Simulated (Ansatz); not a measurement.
# C₃H₇NO₂: geometry and frequencies

Aim: geometry and frequencies, for C₃H₇NO₂, with the cost of each level.

Method: the levels named in each step, in Ansatz 0.2.0.

## 1. The system as given

Bond lengths: C1–N2 1.450 Å, N2–C3 1.450 Å, O4–C5 1.148 Å, C5–O6 1.148 Å, C1–H7 1.099 Å, C1–H8 1.088 Å, C1–H9 1.090 Å, N2–H10 1.016 Å, C3–H11 1.088 Å, C3–H12 1.099 Å, C3–H13 1.090 Å. Angles (14 of 16 angles, heavy atoms first): C1–N2–C3 112.7°, O4–C5–O6 171.5°, C1–N2–H10 110.0°, C3–N2–H10 109.8°, N2–C1–H7 113.1°, N2–C1–H8 109.1°, N2–C1–H9 108.4°, N2–C3–H11 109.1°, N2–C3–H12 113.2°, N2–C3–H13 108.5°, H7–C1–H8 108.9°, H7–C1–H9 108.5°, H8–C1–H9 108.7°, H11–C3–H12 108.9°.

Coordinates:

```xyz
13

C    -1.0388    0.9800    1.3980
N    -0.1040   -0.0844    1.0904
C     1.2533    0.2301    1.4909
O     0.1676    0.7257   -1.5355
C    -0.0414   -0.3822   -1.3184
O    -0.2433   -1.5115   -1.2697
H    -1.0424    1.2579    2.4616
H    -2.0415    0.6676    1.1122
H    -0.7651    1.8581    0.8124
H    -0.4021   -0.9482    1.5348
H     1.8984   -0.6149    1.2573
H     1.3464    0.4633    2.5611
H     1.5896    1.0962    0.9206
```

## 2. A rough first relaxation, PBE-D4/def2-SVP

input.yaml reads:

```yaml
crystal:
  periodic: [false, false, false]
  atoms:
    - { symbol: C, position_ang: [-1.03877, 0.98004, 1.39803] }
    - { symbol: "N", position_ang: [-0.10399, -0.08437, 1.09042] }
    - { symbol: C, position_ang: [1.25331, 0.23011, 1.49086] }
    - { symbol: O, position_ang: [0.16763, 0.7257, -1.53546] }
    - { symbol: C, position_ang: [-0.04141, -0.38216, -1.3184] }
    - { symbol: O, position_ang: [-0.24331, -1.51155, -1.26968] }
    - { symbol: H, position_ang: [-1.04237, 1.25793, 2.4616] }
    - { symbol: H, position_ang: [-2.04147, 0.66758, 1.11224] }
    - { symbol: H, position_ang: [-0.76513, 1.85814, 0.8124] }
    - { symbol: H, position_ang: [-0.40209, -0.94824, 1.53482] }
    - { symbol: H, position_ang: [1.89843, -0.61485, 1.2573] }
    - { symbol: H, position_ang: [1.34643, 0.46334, 2.56106] }
    - { symbol: H, position_ang: [1.58961, 1.09619, 0.92062] }
basis:
  gaussian: { orbitals: def2-SVP }
hamiltonian:
  xc: pbe
  dispersion: d4
relax:
  f_tol: 0.03
  max_steps: 200
```

Launch:

```bash
$ ansatz run input.yaml --threads 4 --pin off --max-ram 10240MiB --backend cpu --events-out ev --progress --plain --runs-dir out
```

After this run come: Relaxation, PBE0-D4/def2-TZVPP; Frequencies, PBE0-D4/def2-TZVPP.

What does the calculation give? Wanted: C1–N2 at PBE0-D4/def2-TZVPP; N2–C3 at PBE0-D4/def2-TZVPP; O4–C5 at PBE0-D4/def2-TZVPP; frequencies at PBE0-D4/def2-TZVPP.

The runs gave:

| quantity | value |
| --- | --- |
| C1–N2 at PBE0-D4/def2-TZVPP | 1.446 Å |
| N2–C3 at PBE0-D4/def2-TZVPP | 1.446 Å |
| O4–C5 at PBE0-D4/def2-TZVPP | 1.158 Å |
| frequencies at PBE0-D4/def2-TZVPP | 9 to 3573 cm⁻¹ |

**Reading.** No mode is imaginary, so the geometry is a minimum.
